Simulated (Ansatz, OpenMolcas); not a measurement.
## The same job for OpenMolcas

This Ansatz 0.2.0 job computes [BH3]− (SMILES [BH3-]):

input.yaml:
```yaml
crystal:
  periodic: [false, false, false]
  atoms:
    - {symbol: B, position_ang: [0.580105, 1.086458, -0.586002]}
    - {symbol: H, position_ang: [1.346755, 1.576348, 0.276288]}
    - {symbol: H, position_ang: [-0.279230, -1.161080, 0.118390]}
    - {symbol: H, position_ang: [-0.358595, 1.869648, -0.865282]}
basis:
  gaussian:
    orbitals: 3-21G.json
total_charge: -1
magnetization:
  spin_polarized: true
  initial_magnetization: 1
hamiltonian:
  xc: {name: B3LYP}
accuracy: high
```

```bash
$ ansatz run input.yaml --threads 1 --pin off --max-ram 2610MiB --events-out events.jsonl --progress --plain --runs-dir runs
```

(Basis files named in the input come from the Basis Set Exchange and aren't shown.)

The H3–B1 distance was set to 2.507 Å, away from the relaxed value.

Without diffuse functions such a state is poorly described.

It gives a total energy of -26.324648 Eh.

Question: Translate the job to OpenMolcas 26.06 as an input file of the program's own.

Answer: This input was run:

mol.xyz:
```
4

B      0.580105     1.086458    -0.586002
H      1.346755     1.576348     0.276288
H     -0.279230    -1.161080     0.118390
H     -0.358595     1.869648    -0.865282
```

run.inp:
```
* BH3 Kohn-Sham DFT
&GATEWAY
BasLib = $CurrDir
Coord = mol.xyz
Basis = 3-21G
Group = NoSym
&SEWARD
GridInput
Grid=UltraFine
End of Grid
&SCF
UHF
Charge = -1
Spin = 2
KSDFT = B3LYP
Thresholds = 1e-10 1e-07 1e-07 1e-05
PrOrbitals = 1 1
```

```bash
$ export MOLCAS_MEM=1860
$ pymolcas run.inp > run.log
```

(Basis files named in the input come from the Basis Set Exchange and aren't shown.)

Its energy is -26.324648 Eh, 0.000 mEh from the first.
